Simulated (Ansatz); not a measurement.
# H3NOSi (SMILES N[Si]O): one structure at several levels

Aim: energy, forces and dipole at a structure displaced at random from a GFN2-xTB minimum, from CCSD(T) and from density functionals.

Computed with Ansatz 0.2.0, Gaussian basis. Level: single points in def2-TZVPP.

Cores are frozen in the correlated methods.

### 1 Starting geometry

SMILES `N[Si]O`, 6 atoms, charge 0, spin multiplicity 1.

Atoms are counted from 1 here; the program's logs count them from 0.

Bond lengths: N1–Si2 1.781 Å, N1–H4 1.043 Å, N1–H5 1.033 Å, Si2–O3 1.633 Å, O3–H6 0.923 Å. Angles: Si2–N1–H4 124.1°, Si2–N1–H5 123.3°, H4–N1–H5 112.4°, N1–Si2–O3 105.0°, Si2–O3–H6 116.3°.

Coordinates:

```xyz
6
H3NOSi
N    -0.78980    0.13950   -0.55170
Si    0.72880   -0.79110   -0.58230
O     1.49980   -0.38860    0.80010
H    -1.58070   -0.01040   -1.21520
H    -1.01760    0.82730    0.18400
H     1.05560    0.19340    1.36230
```

### 2 CCSD(T)/def2-TZVPP

Contents of run/in.yaml:

```yaml
crystal:
  periodic: [false, false, false]
  atoms:
    - {symbol: N, position_ang: [-0.789800, 0.139500, -0.551700]}
    - {symbol: Si, position_ang: [0.728800, -0.791100, -0.582300]}
    - {symbol: O, position_ang: [1.499800, -0.388600, 0.800100]}
    - {symbol: H, position_ang: [-1.580700, -0.010400, -1.215200]}
    - {symbol: H, position_ang: [-1.017600, 0.827300, 0.184000]}
    - {symbol: H, position_ang: [1.055600, 0.193400, 1.362300]}
basis:
  gaussian: {orbitals: def2-TZVPP}
correlation: {method: ccsd_t}
output: {forces: true}
```

The command line of these runs was not kept.

### 3 PBE0-D4/def2-TZVPP

Edit run/in.yaml of step 2 so:

```diff
@@ -11,3 +11,3 @@
   gaussian: {orbitals: def2-TZVPP}
-correlation: {method: ccsd_t}
-output: {forces: true}
+hamiltonian: {xc: pbe0, dispersion: d4}
+output: {forces: true, orbitals: {seedname: orbitals}}
```

### 4 wB97M-V/def2-TZVPP

Edit run/in.yaml of step 3 so:

```diff
@@ -11,3 +11,3 @@
   gaussian: {orbitals: def2-TZVPP}
-hamiltonian: {xc: pbe0, dispersion: d4}
-output: {forces: true, orbitals: {seedname: orbitals}}
+hamiltonian: {xc: {name: wB97M-V}}
+output: {forces: true}
```

### 5 r2SCAN-D4/def2-TZVPP

Edit run/in.yaml of step 4 so:

```diff
@@ -11,3 +11,3 @@
   gaussian: {orbitals: def2-TZVPP}
-hamiltonian: {xc: {name: wB97M-V}}
+hamiltonian: {xc: r2scan, dispersion: d4}
 output: {forces: true}
```

### 6 PBE-D4/def2-TZVPP

Edit run/in.yaml of step 5 so:

```diff
@@ -11,3 +11,3 @@
   gaussian: {orbitals: def2-TZVPP}
-hamiltonian: {xc: r2scan, dispersion: d4}
+hamiltonian: {xc: pbe, dispersion: d4}
 output: {forces: true}
```

### 7 r2SCAN0-D4/def2-TZVPP

Edit run/in.yaml of step 6 so:

```diff
@@ -11,3 +11,3 @@
   gaussian: {orbitals: def2-TZVPP}
-hamiltonian: {xc: pbe, dispersion: d4}
+hamiltonian: {xc: {name: r2SCAN0}, dispersion: d4}
 output: {forces: true}
```

### 8 LC-wPBE/def2-TZVPP

Edit run/in.yaml of step 7 so:

```diff
@@ -11,3 +11,3 @@
   gaussian: {orbitals: def2-TZVPP}
-hamiltonian: {xc: {name: r2SCAN0}, dispersion: d4}
+hamiltonian: {xc: {name: LC-wPBE}}
 output: {forces: true}
```

(Steps that only read results are left out.)

Q: Predict the outcome of this session. Wanted: energy less free atoms, CCSD(T)/def2-TZVPP; RMS force component; RMS force error; HOMO and LUMO, PBE0-D4; T1 diagnostic.

**Answer**, as computed:

| quantity | value |
| --- | --- |
| energy less free atoms, CCSD(T)/def2-TZVPP | -495.2 kcal/mol |
| RMS force component | 0.858 to 0.997 eV/Å over the methods |
| RMS force error | PBE0-D4 0.060, wB97M-V 0.037, r2SCAN-D4 0.054, PBE-D4 0.239, r2SCAN0-D4 0.185, LC-wPBE 0.098 eV/Å |
| HOMO and LUMO, PBE0-D4 | -6.70 and -0.75 eV |
| T1 diagnostic | 0.014 |

In words: Against CCSD(T) the functionals' energies less atoms differ by -27.5 to +0.2 kcal/mol, PBE-D4 by -27.5 kcal/mol. A larger basis would deepen the CCSD(T) value, while the functionals are nearly converged already, so the order here is not reliable. For forces wB97M-V does best and PBE-D4 worst. Frozen-core CCSD(T) forces in triple zeta carry basis errors of their own, and this is one geometry, so small gaps rank nothing.
